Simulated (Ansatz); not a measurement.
## Phonon frequency of some elemental metals, all fcc

Method: r²SCAN in Ansatz (plane waves, PAW). References are measured values at room or unstated temperature, uncorrected unless marked, so that the deviations hold thermal and zero-point effects besides the level's error. The table is a random draw of 8 from 20 values with such references.

Values in cm⁻¹.

```csv
solid,reference,r²SCAN,deviation (%)
fcc Pd (X T),155,150,-3.2
fcc Cu (L T),114,119,+4.4
fcc Cu (X L),240,254,+5.8
fcc Au (X L),154,138,-10.4
fcc Au (L L),157,142,-9.6
fcc Pb (X T),30,25,-16.7
fcc Cu (L L),247,258,+4.5
fcc Cu (X T),169,179,+5.9
```

Over these 8 values the mean deviation is -2.4 %, the mean absolute deviation 7.6 % (median 5.9 %), and the worst case fcc Pb (X T) at -16.7 %; the value is too high in 4 of 8 cases. Over all 20, from unrounded values, the mean deviation is -2.4 % and the mean absolute deviation 8.8 % (median 7.2 %).

Spin–orbit coupling is left out, also for the solids with elements from indium on (fcc Au, fcc Pb); its size isn't shown.

Differences are worked out from the printed values.

Each level is taken at its own relaxed cell. Ansatz's density-functional and Hartree–Fock values are scalar-relativistic unless marked +SOC, with PAW data made under PBE.

Ansatz's runs of these crystals have no spin polarisation. Meta-GGAs and exact exchange favour moments, which can bear on fcc Pd.

Not in this set, of the elemental metals with a reference value in our tables and a result at some level: 4 for a reference of another kind, counted apart. These can be a level's best or worst cases. Solids without a released value at any level aren't counted. Layered and molecular crystals are counted apart. The metals Ce to Yb are counted apart.

References as tabulated in Savrasov and Savrasov (1996), arXiv:cond-mat/9604124; He et al. (2014), arXiv:1309.4805; Greeff and Graf (2004), arXiv:cond-mat/0311614.

Ansatz is an electronic-structure program.
